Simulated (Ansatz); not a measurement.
What a trial cell of CuW2 relaxes into

All numbers below come from DFT PBE, scalar-relativistic, plane waves, PAW in Ansatz 0.2.0. Cutoff 420 eV, Γ-centred k mesh, Gaussian smearing, no spin polarisation in the final step.

The start puts CuW2 on the sites of a reported VSi2 cell (P6_422, No. 181), with Cu in place of V, W in place of Si, at a guessed volume.

```
CELL_PARAMETERS angstrom
4.69679 0.00000 0.00000
-2.34839 4.06754 0.00000
0.00000 0.00000 6.54752
ATOMIC_POSITIONS crystal
Cu 0.50000 0.00000 0.00000
Cu 0.50000 0.50000 0.66667
Cu 0.00000 0.50000 0.33333
W 0.16260 0.32520 0.00000
W 0.83740 0.16260 0.66667
W 0.67480 0.83740 0.33333
W 0.83740 0.67480 0.00000
W 0.16260 0.83740 0.66667
W 0.32520 0.16260 0.33333
```

Cell and atoms relax at zero pressure; the relaxation can't lower the symmetry of the start. After a coarse first stage the cell is made exact in the group found at 0.06 Å.

Energies over the elements count from the elements' standard structures at the same level, with no empirical corrections.

(1) Describe the relaxed structure.

(2) What are its volume, energy, density and gap?

## Answers

(1) It keeps P6_422 (No. 181). Conventional cell: a = 4.738 Å, c = 6.935 Å. Around Cu lie 10 W at 2.69–2.76 Å and 4 Cu at 3.31 Å; W is coordinated by 5 W at 2.67–2.76 Å, 5 Cu at 2.69–2.76 Å and 4 W at 3.28–3.34 Å.

```xyz
9
Lattice="4.7382 0.0000 0.0000 -2.3691 4.1034 0.0000 0.0000 0.0000 6.9348" Properties=species:S:1:pos:R:3 pbc="T T T"
Cu    2.3691    0.0000    0.0000
Cu    1.1845    2.0517    4.6232
Cu   -1.1845    2.0517    2.3116
W     0.0000    1.3425    0.0000
W     3.5755    0.6713    4.6232
W     1.2064    3.4321    2.3116
W     2.3691    2.7608    0.0000
W    -1.2064    3.4321    4.6232
W     1.1627    0.6713    2.3116
```

(2) The volume per atom is 14.98 Å³, the density is 15.93 g/cm³ and the energy over the elements is 0.39 eV/atom. The gap on the 9×9×6 mesh is 0 eV (a metal).

The final run used a 9×9×6 mesh on its 9-atom cell and 0.10 eV smearing. For metals, differences of a few meV/atom aren't resolved. Spin–orbit coupling is left out. Symmetry constrained the relaxation, so the result can be a saddle point.